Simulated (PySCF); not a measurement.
Structure problem from calculated spectra and properties.

Formula: CH3NSi.

- Triplet: lowest triplet excitation (Tamm–Dancoff): 5.99 eV [TDA CAM-B3LYP/def2-SVPD]
- 1H NMR: chemical shifts (computed TMS as zero) by class: 4.20 (3 H) ppm [GIAO PBE0/pcSseg-1]
- NMR, other nuclei: isotropic shieldings of nuclei other than C and H, by class: -102 (1 N), 450 (1 Si) ppm [GIAO PBE0/pcSseg-1]
- Rotational structure: rotational constants A, B, C: 84.915, 4.957, 4.957 GHz [GFN2-xTB]
- Polarisability: 41.7 au [CAM-B3LYP/def2-SVPD]
- Dipole: 3.79 D [CAM-B3LYP/def2-SVPD]
- 13C NMR: chemical shifts (computed TMS as zero) by class: 120.8 (1 C) ppm [GIAO PBE0/pcSseg-1]
- UV, first state: lowest singlet excitation: 7.22 eV (172 nm, f = 0.000) [TDDFT CAM-B3LYP/def2-SVPD]
- XPS: Si2p3/2 108.3, C1s 292.0, N1s 405.4, Si1s 1848.1 eV [ΔSCF SCAN, pcX-2 on the ionised atom, pcseg-1 elsewhere, spin-free X2C, 2p3/2 from a spin–orbit splitting computed afterwards within the 2p shell]

The electronic properties come from PySCF, for the isolated species, density fitting. Levels stand in brackets. Isolated species at its GFN2-xTB geometry, gas phase. NMR classes are plain means over equivalent atoms (diastereotopic ones count apart unless rotation or inversion swaps them), as if these changed places fast.

Task: What is the compound? Reason from the data.

Result: Numbering: `[N:1]#[C:2][SiH3:3]`. Its formula, CH3NSi, gives 2 degrees of unsaturation: 0 rings and 2 π bonds in the structure found. The one carbon: cyano carbon [C2] (120.8 ppm). All hydrogens form one class (4.20 ppm): Si–H hydrogen. The other shieldings belong to: -102 ppm, cyano nitrogen [N1]; 450 ppm, SiH3 silicon [Si3]. The core levels belong to: Si2p3/2 108.3 eV, SiH3 silicon [Si3]; C1s 292.0 eV, cyano carbon [C2]; N1s 405.4 eV, cyano nitrogen [N1]; Si1s 1848.1 eV, SiH3 silicon [Si3]. The optimised geometry has point group C3v and is a prolate symmetric top. Structure: `N#C[SiH3]`. The assignments are read from this structure; whether some other isomer fits the data as well wasn't checked.
